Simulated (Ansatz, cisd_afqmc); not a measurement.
System: H₂Cl, charge 0, doublet.
NHTBH set geometry:
```
Cl
H 1 1.4858
H 1 1.4858 2 180.00
```
Charge 0, spin multiplicity 2.

Total energies in aug-cc-pV(D+d)Z, 9 correlated electrons, 5 frozen orbitals. Radicals and triplets start from unrestricted determinants; spin-orbit coupling is neglected. Cores are frozen in correlated methods. No relativity. AFQMC/CISD: phaseless, guided by CISD from CCSD amplitudes; bars are statistical, one sigma. Outlying blocks are dropped, and bars are widened where a walk drifts. Over all cases where full CI ran beside it in this data, AFQMC minus full CI had a median of +0.1 mEh and passed +0.4 mEh in a tenth of the cases. The UHF reference of ClH2 (saddle point or complex, doublet) is spin-contaminated (<S^2> up to 0.07 over the pure value in the sets run).

```tsv
method	program	energy (Eh)	minus CCSDTQ (mEh)
HF	Ansatz	-460.54361	204.49
MP2	Ansatz	-460.71731	30.79
CCSD	Ansatz	-460.74108	7.02
CCSD(T)	Ansatz	-460.74697	1.14
CCSDT(Q)	Ansatz	-460.74810	0.01
CCSDTQ	Ansatz	-460.74810	0.00
AFQMC/CISD	cisd_afqmc	-460.7479 ± 0.0001	0.2 ± 0.1
```

Rough core times of Ansatz's runs on a shared machine: CCSD(T) under 20 s, CCSDT(Q) 30 s, CCSDTQ 20 min.

Ansatz is a program for electronic structure.
